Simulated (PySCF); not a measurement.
**C4H7F: NMR shifts and spin-spin couplings**

Aim: predict the NMR shifts and spin-spin couplings of C4H7F (`C=CCCF`).

The runs use PySCF 2.14.0, with density-fitted response routines of our own; the level of theory stands in each step. All values are computed, except where a source is named. Atoms are numbered from 0 throughout.

### Step 1. The starting structure

12 atoms, charge 0, multiplicity 1; geometry from: GFN2-xTB.

Bonds of the start (Å): C0–C1 1.32, C1–C2 1.50, C2–C3 1.53, C3–F4 1.37, C0–H5 1.08, C0–H6 1.08, C1–H7 1.08, C2–H8 1.09, C2–H9 1.09, C3–H10 1.10, C3–H11 1.10.

### Step 2. Nuclear shieldings: PBE0/pcSseg-1

The job: settings as JSON, then the geometry in Å.

```
{"job": {"kind": "nmr", "xc": "PBE0", "basis": "pcSseg-1"}, "charge": 0, "multiplicity": 1}
C     -1.988629     0.134180    -0.114937
C     -0.810255    -0.425744    -0.306964
C      0.468600     0.336422    -0.471002
C      1.492479    -0.052936     0.592345
F      1.891653    -1.357087     0.425694
H     -2.885702    -0.449539    -0.000799
H     -2.106809     1.205041    -0.072720
H     -0.708240    -1.501823    -0.344903
H      0.896372     0.120329    -1.453856
H      0.286324     1.409476    -0.396441
H      2.396590     0.560976     0.518084
H      1.068815     0.020019     1.599471
```

Level: GIAO PBE0/pcSseg-1 NMR shielding, non-relativistic, gas phase.

**Question.** This job is followed by: B3LYP/pcJ-1 indirect spin-spin coupling, non-relativistic, gas phase. What will the session give for the following? 13C shifts against TMS (PBE0/pcSseg-1); 1H shifts against TMS (PBE0/pcSseg-1, means over atoms taken as alike); 19F shifts against CFCl3 (PBE0/pcSseg-1); largest coupling of the table (B3LYP/pcJ-1).

**Answer**, as computed:

| quantity | value |
| --- | --- |
| 13C shifts against TMS (PBE0/pcSseg-1) | 145.3, 122.4, 88.0, 42.2 ppm |
| 1H shifts against TMS (PBE0/pcSseg-1, means over atoms taken as alike) | 6.59, 5.41, 5.41, 4.78, 2.36 ppm |
| 19F shifts against CFCl3 (PBE0/pcSseg-1) | -248.0 ppm |
| largest coupling of the table (B3LYP/pcJ-1) | 1J(C,F) C3–F4, -226.8 Hz |

In words: The most deshielded carbon is C1 (alkene CH), at 145.3 ppm: as expected for a trigonal carbon in a double bond. The most deshielded hydrogen is H7 (hydrogen on an alkene CH), at 6.59 ppm: olefinic region. At PBE0/pcSseg-1: The largest span, 252 ppm, is at C1, where the paramagnetic term is -215 ppm. Of the pairs tabulated at B3LYP/pcJ-1, C3–F4 couples most strongly (-226.8 Hz; Fermi contact -276.6 Hz). Couplings across rotatable bonds belong to this one conformer; where others are populated, the observed values are averages, and the simulated multiplets take (2 J gauche + J anti)/3 across rotating chain bonds.
